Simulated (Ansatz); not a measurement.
# LiNi2P2: computed properties

Level of theory: DFT r2SCAN, scalar-relativistic, plane waves, PAW (Ansatz).

Plane waves to 500 eV, a k mesh through Γ of 14×14×14 on the computed 5-atom cell and Gaussian smearing (0.10 eV); no spin polarisation.

The structure is relaxed at this level of theory with its symmetry kept. Whether it is the stable form of this composition wasn't checked.

```cif
data_structure
_symmetry_space_group_name_H-M 'P 1'
_symmetry_Int_Tables_number 1
_cell_length_a 5.2754
_cell_length_b 5.2754
_cell_length_c 5.2754
_cell_angle_alpha 138.522
_cell_angle_beta 138.522
_cell_angle_gamma 60.104
_cell_volume 63.74
loop_
_atom_site_label
_atom_site_type_symbol
_atom_site_fract_x
_atom_site_fract_y
_atom_site_fract_z
_atom_site_occupancy
Li1 Li 0.00000 0.00000 0.00000 1
Ni1 Ni 0.75000 0.25000 0.50000 1
Ni2 Ni 0.25000 0.75000 0.50000 1
P1 P 0.38160 0.38160 0.00000 1
P2 P 0.61840 0.61840 0.00000 1
```

| Quantity | Value |
| --- | --- |
| Space group | I4/mmm (No. 139) |
| Volume per atom | 12.75 Å³ |
| Formation energy from the elements' standard states (uncorrected) | -0.649 eV/atom |
| Generalised Kohn–Sham band gap | none (metal) |
| Density of states at the Fermi level | 2.43 states/eV per cell |
| Löwdin character within 0.5 eV of the Fermi level | Ni 3d 56 %, P 3p 33 %, unprojected 5 % |
| Bader charges (e) | Li (1 in the cell) 0.89, Ni (2 in the cell) 0.08, P (2 in the cell) -0.52 |

A ferromagnetic start lost its moments in a first run, so spin was left out; other magnetic orders weren't tried.

Cost: 1 run of about 5.2 core-minutes, on Arm Neoverse V2 (shared hosts).